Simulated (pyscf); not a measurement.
This saddle point was located with ωB97X-D3(BJ)/def2-SVP in PySCF.

```xyz
16

Si    -0.4956     0.2302     0.2939
Si     1.6834     0.4712     0.5532
Si    -1.3169    -1.9107    -0.0233
Si    -1.7204     1.8371     1.4283
H      1.7211     1.1828    -1.2456
H      2.2346     1.6713     1.2376
H      2.6489    -0.6365     0.3268
H     -0.2412    -2.7735    -0.5921
H     -2.4740    -1.8818    -0.9671
H     -1.7742    -2.4879     1.2743
H     -2.6134     2.5678     0.4717
H     -2.5793     1.2267     2.4840
H     -0.7858     2.8205     2.0480
O     -0.4920     0.8553    -1.5452
H      0.6637     1.0943    -1.5567
H     -0.9789     1.6669    -1.7478
```
Charge 0, spin multiplicity 2.

Surface: doublet, charge 0. Lowest wavenumbers (cm⁻¹): 1862i, 54, 75, 83, 85.

Task: Name the species on either side of this saddle.

Result: H₃Si–Si•(SiH₃)–SiH₃ + H₂O ⇌ HO–Si(SiH₂•)(SiH₃)–SiH₃ + H₂, a concerted two-bond exchange read from left to right: H–Si, H–O broken and O–Si, H–H formed. At ωB97M-D3(BJ)/def2-TZVP it lies +164.0 kJ/mol from the left side and +189.9 kJ/mol from the right (each side as separated species at their lowest minima found). On the reactant side the descent ends in a complex (not fully relaxed), 18.1 kJ/mol under the separated species and 191.1 kJ/mol under the saddle at ωB97X-D3(BJ)/def2-TZVP. At ωB97X-D3(BJ)/def2-TZVP the barrier from the zero used here is 173.0 kJ/mol. HO–Si(SiH₂•)(SiH₃)–SiH₃ lies 110.0 kJ/mol over its isomer H₃Si–O–Si•(SiH₃)–SiH₃ (electronic energy, ωB97M-D3(BJ)/def2-TZVP). One saddle was located; it need not be the lowest between these sides.
